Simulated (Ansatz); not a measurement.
Li2O. Total charge 0; triplet. Geometry PBE-D4/def2-TZVPD, that of the charge -1 doublet; atoms count from 1.

```xyz
3

Li    0.173   -1.241    0.832
Li   -0.168    1.444   -0.385
O    -0.005   -0.203   -0.447
```

At PBE0-D4/def2-TZVPD a singlet of charge 0 lies 2.02 eV below the triplet at the same geometry. The structure comes from a short search, and lower isomers may exist.

Estimate the Mulliken populations from the PBE0/def2-TZVPD orbitals of Ansatz.


```json
{"atom": "Li1", "charge (e)": "0.30", "spin (α − β)": "0.59"}
{"atom": "Li2", "charge (e)": "0.30", "spin (α − β)": "0.59"}
{"atom": "O3", "charge (e)": "-0.60", "spin (α − β)": "0.81"}
```
Mulliken values depend strongly on the basis. With diffuse functions, as here, like atoms can get unlike values, and bond orders can come out too low or too high.

Where does the spin sit?

Summed by element: Li 1.19, O 0.81, of 2 unpaired in all. Largest on single atoms: O3 0.81, Li1 0.59, Li2 0.59.

And the Mayer bond orders between heavy atoms (over 0.3)?

Li1–Li2 0.72 (2.97 Å).
